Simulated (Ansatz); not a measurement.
in.yaml

```yaml
crystal:
  periodic: [false, false, false]
  atoms:
    - {symbol: As, position_ang: [0.037486, -0.379715, 0.000000]}
    - {symbol: F, position_ang: [-0.034604, 0.765477, -1.298208]}
    - {symbol: F, position_ang: [-0.034605, 0.765478, 1.298207]}
    - {symbol: H, position_ang: [-1.481855, -0.631800, 0.000000]}
basis:
  gaussian: {orbitals: cc-pVTZ}
magnetization: {spin_polarized: false}
correlation: {method: ccsd_t, electrons: outside_noble_gas}
```

```sh
$ ansatz run in.yaml --threads 1 --pin off --events-out ev --progress --plain --max-ram 3968MiB --backend cpu
```

Output:

```
741 factors; integrals over basis functions are off by at most 8.8e-4 eV
mean field evaluation 1: about -66225.0696 eV, gradient 3.6e1 eV
mean field evaluation 2: about -66225.0951 eV, gradient 3.6e1 eV
mean field evaluation 4: about -66227.3811 eV, gradient 2.0e0 eV
mean field evaluation 8: about -66227.4041 eV, gradient 1.6e-1 eV
mean field evaluation 16: about -66227.3671 eV, gradient 5.9e-1 eV
mean field -66227.40432469 eV, -2433.8122183856 hartree, gradient 6.1e-6 eV, S^2 0.000000; 0 other end points of the search recorded, 0 dependent functions left out
16 core orbitals not correlated: weight in the atoms' cores, before any rotation towards them, 0.997 or more for the frozen orbitals, at most 0.002 for the correlated occupied ones
reference -66227.40432469 eV, -2433.8122183856 hartree; 10, 10 occupied and 91, 91 virtual orbitals, 741 factors
second order -17.53968539 eV of doubles, -0.00000000 eV of singles
cycle   1  -17.30886888 eV  change    2.3e-1 eV  update   9.8e-2
cycle   2  -17.71627799 eV  change   -4.1e-1 eV  update   3.2e-2
cycle   3  -17.82891173 eV  change   -1.1e-1 eV  update   1.6e-2
cycle   4  -17.81062712 eV  change    1.8e-2 eV  update   3.7e-3
cycle   5  -17.80846784 eV  change    2.2e-3 eV  update   1.7e-3
cycle   6  -17.81011491 eV  change   -1.6e-3 eV  update   5.3e-4
cycle   7  -17.80983995 eV  change    2.7e-4 eV  update   2.1e-4
cycle   8  -17.80973134 eV  change    1.1e-4 eV  update   5.8e-5
cycle   9  -17.80976795 eV  change   -3.7e-5 eV  update   2.8e-5
cycle  10  -17.80976651 eV  change    1.4e-6 eV  update   8.7e-6
perturbative correction -0.56829306 eV, -0.0208843847 hartree
Total energy: -66245.78238427 eV, -2434.4875996177 hartree
```

For the same geometry and basis RCCSDT(Q) lies 38.5 meV lower.

Ran on 1 thread of AMD EPYC 7R13, shared host: 5.5 s wall, 0.38 GiB peak host memory.
